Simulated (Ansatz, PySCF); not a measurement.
This PySCF input computes a BLYP/def2-TZVPD energy:

```python
from pyscf import gto, scf, dft

mol = gto.M(
    atom='''
    Si    0.00223457   -0.00101284    0.09492492
    H     0.00260731    1.28256971   -0.65129472
    H    -0.03389125   -1.26838990   -0.67765412
    ''',
    basis='def2-tzvpd',
    charge=0,
    spin=2,
    verbose=4,
)

mf = dft.UKS(mol, xc='blyp').density_fit(auxbasis='def2-universal-jkfit')
mf.grids.level = 3
mf.conv_tol = 1e-9
mf.max_cycle = 100
mf.max_memory = 1500
mf.kernel()
if not mf.converged:
    mf = mf.newton()
    mf.kernel(mf.make_rdm1())
for _ in range(2):
    mo, _, stable, _ = mf.stability(return_status=True)
    if stable:
        break
    mf.kernel(mf.make_rdm1(mo, mf.mo_occ))
mf.analyze()
```

Problem. Write an input for the same energy in Ansatz (an electronic-structure program) and say what it gives.

Solution. 
Ansatz 0.2 input:
```yaml
crystal:
  periodic: [false, false, false]
  atoms:
    - {symbol: Si, position_ang: [0.00223457, -0.00101284, 0.09492492]}
    - {symbol: H, position_ang: [0.00260731, 1.28256971, -0.65129472]}
    - {symbol: H, position_ang: [-0.03389125, -1.26838990, -0.67765412]}
basis:
  gaussian:
    orbitals: def2-TZVPD
hamiltonian:
  xc: {name: BLYP}
magnetization: {spin_polarized: true, initial_magnetization: 2}
output: {forces: true}
```
It gives -290.58072 Eh, and PySCF -290.58075 Eh, a difference of 0.03 mEh, from the treatment of integrals and grids.

This is an excited triplet: at this geometry the singlet lies 0.46 eV lower at CCSD(T)/CBS(aug-cc-pV(T+d)Z,aug-cc-pV(Q+d)Z).
